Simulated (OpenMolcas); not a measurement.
# C2H3B (SMILES B1C=C1) at 6 levels

Aim: a comparison of 6 runs (HF/def2-SVP, HF/cc-pVTZ, HCTH407/cc-pVDZ, PBE0/def2-SVP, MP2/3-21G, CCSD(T)/aug-cc-pVDZ) of C2H3B. 

Program for the calculation: OpenMolcas 26.06.

5 further runs of the same task are left out: 5 set aside as unsound or not needed.

### 1 The molecule

C2H3B: 6 atoms, total charge 0, spin state singlet. As SMILES, `B1C=C1`. Geometry: relaxed at GFN2-xTB.

Bond lengths: B1–C2 1.484 Å, B1–C3 1.484 Å, C2–C3 1.353 Å, B1–H4 1.151 Å, C2–H5 1.071 Å, C3–H6 1.071 Å. Angles: B1–C2–C3 62.9°, C2–B1–C3 54.2°, B1–C3–C2 62.9°, B1–C2–H5 159.3°, C3–C2–H5 137.8°, C2–B1–H4 152.9°, C3–B1–H4 152.9°, B1–C3–H6 159.3°, C2–C3–H6 137.8°.

### 2 Energy and gradient at HF/def2-SVP (run 1)

Contents of input.xyz:

```xyz
6

B     -0.897340     0.053910    -0.232670
C      0.544820    -0.084810    -0.554930
C      0.213770     0.039360     0.751280
H     -2.010150     0.120770    -0.520510
H      1.434170    -0.200370    -1.140930
H      0.714730     0.071130     1.697750
```

Contents of mol.inp:

```
&GATEWAY
 BASLIB=$CurrDir
 COORD=input.xyz
 BASIS=def2-SVP
 GROUP=NoSym

&SEWARD

&SCF
 THRESHOLDS=1e-10 1e-07 1e-07 1e-05
 PRORBITALS=1 2

&ALASKA
```

The basis set def2-SVP is read from a file made from the Basis Set Exchange's data (not shown).

Started as:

```bash
$ export MOLCAS_MEM=1860
$ pymolcas mol.inp > mol.log
```

Standard output:

```text
--- Start Module: gateway ---
[...]
--- Stop Module: gateway /rc=_RC_ALL_IS_WELL_ ---
[...]
      Basis functions           57
[...]
--- Start Module: scf ---
[...]
       Convergence after  12 Iterations
[...]
::    Total SCF energy                               -102.0278944918
[...]
      Total spin, S                                     0.0000000000
[...]
      Total electronic charge=   20.000000
      Total            charge=   -0.000000
[...]
      Dipole Moment (debye):
      Origin of the operator (angstrom)=   -0.0167    0.0010   -0.0044
                   X=  1.0520E+00               Y= -6.3448E-02               Z=  2.7277E-01           Total=  1.0887E+00
      Quadrupole Moment (debye*angstrom):
[...]
--- Stop Module: scf /rc=_RC_ALL_IS_WELL_ ---
[...]
--- Start Module: alaska ---
[...]
 *              Molecular gradients               *
 **************************************************
  Irreducible representation: a
 ------------------------------------------------------------------------------------------
                              X                       Y                       Z
 ------------------------------------------------------------------------------------------
  B1               -3.38251035170982E-02    2.01867726973787E-03   -8.79500819367163E-03
  C2                1.65333037768427E-02   -2.56123108821737E-03   -1.82639780397791E-02
  C3                5.78643186880745E-03    1.23907882410845E-03    2.40209969456622E-02
  H4                1.89944315633550E-02   -1.13753688451446E-03    4.94250615158753E-03
  H5               -5.18801913549227E-03    7.11673126071677E-04    4.70939392914183E-03
  H6               -2.30104455640601E-03   -2.70661247182294E-04   -6.61391079297902E-03
 ------------------------------------------------------------------------------------------
[...]
```

It took 3 s on 1 thread of Intel Xeon Platinum 8375C at 2.90GHz (Ice Lake), shared host; peak memory 0.39 GiB.

### 3 Energy and gradient at HF/cc-pVTZ (run 2)

Contents of calc.inp:

```
&GATEWAY
 BasLib = $CurrDir
 Coord
 6
 angstrom
 B       -0.897340       0.053910      -0.232670
 C        0.544820      -0.084810      -0.554930
 C        0.213770       0.039360       0.751280
 H       -2.010150       0.120770      -0.520510
 H        1.434170      -0.200370      -1.140930
 H        0.714730       0.071130       1.697750
 Basis = cc-pVTZ
 Group = NoSym

&SEWARD

&SCF
 Thresholds = 1e-10 1e-07 1e-07 1e-05
 PrOrbitals = 1 1

&ALASKA
```

The basis set cc-pVTZ is read from a file made from the Basis Set Exchange's data (not shown).

Started as:

```bash
$ export MOLCAS_MEM=1860
$ pymolcas calc.inp > calc.log
```

Standard output:

```text
--- Start Module: gateway ---
[...]
--- Stop Module: gateway /rc=_RC_ALL_IS_WELL_ ---
[...]
      Basis functions          132
[...]
--- Start Module: scf ---
[...]
       Convergence after  12 Iterations
[...]
::    Total SCF energy                               -102.1372390026
[...]
      Total spin, S                                     0.0000000000
[...]
      Total electronic charge=   20.000000
      Total            charge=   -0.000000
[...]
      Dipole Moment (debye):
      Origin of the operator (angstrom)=   -0.0167    0.0010   -0.0044
                   X=  1.0280E+00               Y= -6.2011E-02               Z=  2.6654E-01           Total=  1.0638E+00
      Quadrupole Moment (debye*angstrom):
[...]
--- Stop Module: scf /rc=_RC_ALL_IS_WELL_ ---
[...]
--- Start Module: alaska ---
[...]
 *              Molecular gradients               *
 **************************************************
  Irreducible representation: a
 ------------------------------------------------------------------------------------------
                              X                       Y                       Z
 ------------------------------------------------------------------------------------------
  B1               -3.45993604164683E-02    2.06504358716680E-03   -8.99831382318328E-03
  C2                1.49331082779129E-02   -2.43536506396502E-03   -1.83507695683911E-02
  C3                4.34452517281492E-03    1.29811474209740E-03    2.33192472935038E-02
  H4                1.23082178073957E-02   -7.35895383764562E-04    3.21274972586971E-03
  H5                1.61078452869834E-03   -1.90374115388192E-04   -3.20116754317645E-05
  H6                1.40272462961932E-03   -1.52376614864780E-06    8.49098047638996E-04
 ------------------------------------------------------------------------------------------
[...]
```

Wall time 29 s (1 thread of Intel Xeon Platinum 8375C at 2.90GHz (Ice Lake), shared host); peak memory 0.94 GiB.

Runs 3 to 5 aren't shown in full; the table further down has their settings and results.

### 4 A single-point energy at CCSD(T)/aug-cc-pVDZ (Cholesky decomposition) (run 6)

input.xyz is that of step 2.

Contents of run.inp:

```
>>> EXPORT MOLCAS_PRINT=2
&GATEWAY
BasLib=$CurrDir
Coord=input.xyz
Basis=aug-cc-pVDZ
Group=NoSym
&SEWARD
High
&SCF
Thresholds=1e-10 1e-07 1e-07 1e-05
PrOrbitals=1 2
&CHCC
Frozen=3
Threshold=1e-08
MaxIterations=80
&CHT3
Frozen=3
```

The basis set aug-cc-pVDZ is read from a file made from the Basis Set Exchange's data (not shown).

Started as:

```bash
$ export MOLCAS_MEM=1860
$ pymolcas run.inp > run.log
```

Standard output:

```text
--- Start Module: gateway ---
[...]
--- Stop Module: gateway /rc=_RC_ALL_IS_WELL_ ---
[...]
      Basis functions           96
[...]
       Convergence after  12 Iterations
[...]
::    Total SCF energy                               -102.1122470790
[...]
      Total spin, S                                     0.0000000000
[...]
      Total electronic charge=   20.000000
      Total            charge=   -0.000000
[...]
      Dipole Moment (debye):
      Origin of the operator (angstrom)=   -0.0167    0.0010   -0.0044
                   X=  1.0093E+00               Y= -6.0895E-02               Z=  2.6171E-01           Total=  1.0445E+00
      Quadrupole Moment (debye*angstrom):
[...]
--- Start Module: chcc ---
[...]
--- Stop Module: chcc /rc=_RC_ALL_IS_WELL_ ---
[...]
--- Start Module: cht3 ---
[...]
--- Stop Module: cht3 /rc=_RC_ALL_IS_WELL_ ---
[...]
```

Run time: 2.3 min. Hardware: 1 thread of Intel Xeon Platinum 8375C at 2.90GHz (Ice Lake), shared host; peak memory 0.22 GiB.

### 5 The series

```csv
run,level,integral approximation,task,energy (Eh),dipole moment (D) of the reference,HOMO energy (eV),LUMO energy (eV),wall time
1,HF/def2-SVP,none,gradient,-102.027894,1.09,-11.22,4.21,3 s
2,HF/cc-pVTZ,none,gradient,-102.137239,1.06,-11.17,3.77,29 s
3,"HCTH407/cc-pVDZ (RICD fitting, PCM methylenechloride)",RICD,properties,-102.803410,1.26,-6.64,-1.17,4.8 s
4,PBE0/def2-SVP,none,gradient,-102.585462,1.18,-7.98,-0.12,13 s
5,MP2/3-21G,none,energy,-101.741086,1.14,-11.30,4.53,1.8 s
6,CCSD(T)/aug-cc-pVDZ (Cholesky decomposition),CD high,energy,-102.493061,1.04,-11.16,0.98,2.3 min
```

### 6 What came out

| quantity | value |
| --- | --- |
| run 6: total energy | -102.49306 Eh |
| run 6: dipole moment (mean-field density) | 1.04 D |
| run 6: HOMO energy (Hartree–Fock orbitals) | -11.16 eV |
| run 6: LUMO energy (Hartree–Fock orbitals) | 0.98 eV |
| run 6: HOMO–LUMO gap (Hartree–Fock orbitals) | 12.15 eV |
| run 6: correlation energy (3 core orbitals frozen) | -380.8 mEh |
| run 6: (T) correction | -15.29 mEh |

In words: Over runs 1, 2, 3, 4 the dipole moment (its size) runs from 1.06 D (HF/cc-pVTZ) to 1.26 D (HCTH407/cc-pVDZ). The two ends differ in method and basis and solvent. Over runs 1, 2, 3, 4 the HOMO–LUMO gap runs from 5.47 eV (HCTH407/cc-pVDZ) to 15.42 eV (HF/def2-SVP). Totals of different functionals can't be ranked against each other. All runs together took 3.1 min, the longest 2.3 min.
